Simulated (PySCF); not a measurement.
# From one method to the next for B2⁺

Aim: see what other levels and later steps give for B2⁺.

The runs use PySCF 2.14.0; each script names its method and basis.

1 further run of the same task is left out (it didn't finish).

**1. Where the work starts**

B2⁺: 2 atoms, charge 1, spin multiplicity 2.

Bond lengths: B1–B2 1.817 Å.

**2. The run that the others are compared with**

Input file input.py:

```python
from pyscf import gto, scf
from pyscf.prop.polarizability import uhf as pol

mol = gto.M(
    atom='B 0 0 0; B 0 0 1.817',
    basis='ano-rcc-vdzp',
    charge=1,
    spin=1,
    symmetry=True,
    verbose=4,
)
mf = scf.UHF(mol)
mf = mf.sfx2c1e()
mf.kernel()
print('polarizability (a.u.)')
print(pol.Polarizability(mf).polarizability().round(4))
mf.dip_moment()
print('orbital energies (hartree):', [e[max(0, n-3):n+3].round(4) for e, n in zip(mf.mo_energy, mol.nelec)])
```

On the command line:

```bash
$ OMP_NUM_THREADS=1 python input.py
```

**3. MP2**

Variant 1 changes step after the SCF: polarizability → mp2.

Edit input.py of step 2 so:

```diff
@@ -1,3 +1,2 @@
-from pyscf import gto, scf
-from pyscf.prop.polarizability import uhf as pol
+from pyscf import gto, scf, mp
 
@@ -14,4 +13,3 @@
 mf.kernel()
-print('polarizability (a.u.)')
-print(pol.Polarizability(mf).polarizability().round(4))
+mp.MP2(mf).kernel()
 mf.dip_moment()
```

**4. Population analysis**

Variant 2 changes step after the SCF: polarizability → analyze.

Input file input.py:

```python
from pyscf import gto, scf

mol = gto.M(
    atom='B 0 0 0; B 0 0 1.817',
    basis='ano-rcc-vdzp',
    charge=1,
    spin=1,
    symmetry=True,
    verbose=4,
)
mf = scf.UHF(mol)
mf = mf.sfx2c1e()
mf.kernel()
mf.analyze()
print('orbital energies (hartree):', [e[max(0, n-3):n+3].round(4) for e, n in zip(mf.mo_energy, mol.nelec)])
```

**5. Olyp (UKS)**

Variant 3 changes functional: none (Hartree–Fock) → olyp; SCF type: UHF → UKS; step after the SCF: polarizability → analyze.

Input file input.py:

```python
from pyscf import gto, dft

mol = gto.M(
    atom='B 0 0 0; B 0 0 1.817',
    basis='ano-rcc-vdzp',
    charge=1,
    spin=1,
    symmetry=True,
    verbose=4,
)
mf = dft.UKS(mol, xc='olyp')
mf = mf.sfx2c1e()
mf.kernel()
mf.analyze()
print('orbital energies (hartree):', [e[max(0, n-3):n+3].round(4) for e, n in zip(mf.mo_energy, mol.nelec)])
```

**6. Revpbe (UKS)**

Variant 4 changes functional: none (Hartree–Fock) → revpbe; SCF type: UHF → UKS; step after the SCF: polarizability → analyze.

Input file input.py:

```python
from pyscf import gto, dft

mol = gto.M(
    atom='B 0 0 0; B 0 0 1.817',
    basis='ano-rcc-vdzp',
    charge=1,
    spin=1,
    symmetry=True,
    verbose=4,
)
mf = dft.UKS(mol, xc='revpbe')
mf = mf.sfx2c1e()
mf.kernel()
mf.analyze()
print('orbital energies (hartree):', [e[max(0, n-3):n+3].round(4) for e, n in zip(mf.mo_energy, mol.nelec)])
```

Before running it: what results should come out? Wanted: for each run, E(SCF); from base; gap, α spin.

The runs gave:

```
                run  E(SCF) (hartree)  from base (eV)  cycles  gap, α spin (eV)
               base        -48.792921               0      10              0.00
                MP2        -48.792921          0.0000      10              0.00
population analysis        -48.792921          0.0000      10              0.00
         olyp (UKS)        -49.087961  not comparable       7              0.00
       revpbe (UKS)        -49.085232  not comparable       7              0.00
```

**Reading.** A lower total energy from another functional means nothing by itself.
